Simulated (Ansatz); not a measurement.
The input, for Ansatz 0.2.0:

```yaml
crystal:
  periodic: [false, false, false]
  atoms:
    - {symbol: Si, position_ang: [0.000000, 0.015493, 0.520743]}
    - {symbol: C, position_ang: [0.000000, -0.067882, -1.284914]}
    - {symbol: H, position_ang: [0.000009, 1.432439, 0.982077]}
    - {symbol: H, position_ang: [1.207154, -0.663745, 1.063509]}
    - {symbol: H, position_ang: [-1.207163, -0.663730, 1.063509]}
    - {symbol: H, position_ang: [0.000002, 0.272219, -2.308057]}
basis:
  gaussian: {orbitals: cc-pVDZ}
total_charge: 1
magnetization: {spin_polarized: false, initial_magnetization: 3}
correlation: {method: mp2, electrons: all}
output: {forces: true}
```

```sh
$ ansatz run in.yaml --threads 1 --pin off --events-out ev --progress --plain --max-ram 2393MiB
```

The program prints:

```
488 factors; integrals over basis functions are off by at most 9.7e-4 eV
mean field evaluation 1: about -8938.6243 eV, gradient 2.1e1 eV
mean field evaluation 2: about -8938.6270 eV, gradient 2.1e1 eV
mean field evaluation 4: about -8940.9538 eV, gradient 3.6e0 eV
mean field evaluation 8: about -8941.3066 eV, gradient 2.2e0 eV
mean field evaluation 16: about -8941.3874 eV, gradient 1.6e-6 eV
mean field evaluation 32: about -8940.8759 eV, gradient 1.2e-6 eV
mean field -8941.39534174 eV, -328.5902181136 hartree, gradient 1.3e-6 eV, S^2 3.750000; 7 other end points of the search recorded, 0 dependent functions left out
mean field evaluation 64: about -8941.6588 eV, gradient 2.7e-1 eV
mean field evaluation 96: about -8941.6381 eV, gradient 6.0e-1 eV
mean field evaluation 128: about -8941.2050 eV, gradient 5.0e0 eV
mean field evaluation 160: about -8941.6890 eV, gradient 4.4e-4 eV
reference -8941.39534174 eV, -328.5902181136 hartree; 13, 10 occupied and 39, 42 virtual orbitals, 488 factors
second order -4.88861424 eV of doubles, -0.15027731 eV of singles
the calculation of the forces begins
WARN: the results are in doubt because the forces break the atoms' symmetry
Total energy: -8946.43423329 eV, -328.7753939625 hartree
Atom 0 at     0.000000     0.015493     0.520743 Å, force     5.141354     2.853474    -2.821737 eV/Å
Atom 1 at     0.000000    -0.067882    -1.284914 Å, force    -0.573440    -0.677803     0.417346 eV/Å
Atom 2 at     0.000009     1.432439     0.982077 Å, force    -1.024404    -0.059038     0.614987 eV/Å
Atom 3 at     1.207154    -0.663745     1.063509 Å, force    -0.596559    -0.762874     0.535741 eV/Å
Atom 4 at    -1.207163    -0.663730     1.063509 Å, force    -2.950573    -1.596655     1.672840 eV/Å
Atom 5 at     0.000002     0.272219    -2.308057 Å, force     0.003622     0.242896    -0.419177 eV/Å
Dipole moment:    -0.335469    -0.110842     0.417642 e Å
In doubt: the forces break the atoms' symmetry
```

Ran on 1 thread of Arm Neoverse V1, shared host: 3.1 s wall, 0.1 GiB peak host memory.
